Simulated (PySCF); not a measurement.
**The electron affinity along group 15**

Calculated with PySCF 2.14 from differences of total energies of unrestricted determinants, without spin-orbit coupling. Values in eV. The last column holds reference values (measured affinities from photodetachment; the arrow runs from anion to atom). Unmarked ones compare directly (S terms, centres of terms, or small fine structure); those marked * lie between the lowest fine-structure levels and include a spin-orbit shift.

| element | configurations | UHF | LDA | PBE | PBE0 | MP2 (valence) | SCS-MP2 (valence) | reference |
| --- | --- | --- | --- | --- | --- | --- | --- | --- |
| P (aug-cc-pV(5+d)Z, non-relativistic) | [Ne] 3s2 3p4 → [Ne] 3s2 3p3 | -0.323 | 1.040 | 0.889 | 0.787 | 0.575 | 0.668 | 0.747 * |
| Sb (aug-cc-pV5Z-PP with ECP28MDF, ECP) | [Kr] 4d10 5s2 5p4 → [Kr] 4d10 5s2 5p3 | -0.051 | 1.189 | 0.969 | 0.897 | 0.719 | 0.795 | 1.047 * |
| Bi (aug-cc-pV5Z-PP with ECP60MDF, ECP) | [Xe] 4f14 5d10 6s2 6p4 → [Xe] 4f14 5d10 6s2 6p3 | -0.174 | 1.149 | 0.909 | 0.813 | 0.615 | 0.689 | 0.942 * |

The highest occupied level of the anion is positive for P⁻ at LDA, PBE, PBE0; Sb⁻ at LDA, PBE, PBE0; Bi⁻ at LDA, PBE, PBE0, so there the basis helps to hold the electron.

For Bi a determinant mixes LS terms or the coupling is close to jj, so these rows are model values.

"Valence" correlates the outer s and p shells and, in groups 3 to 12 and the f block, the outer d or f shell, open or full, or the next shell where the ion has no valence electron left; the wider scheme adds the next inner shell.
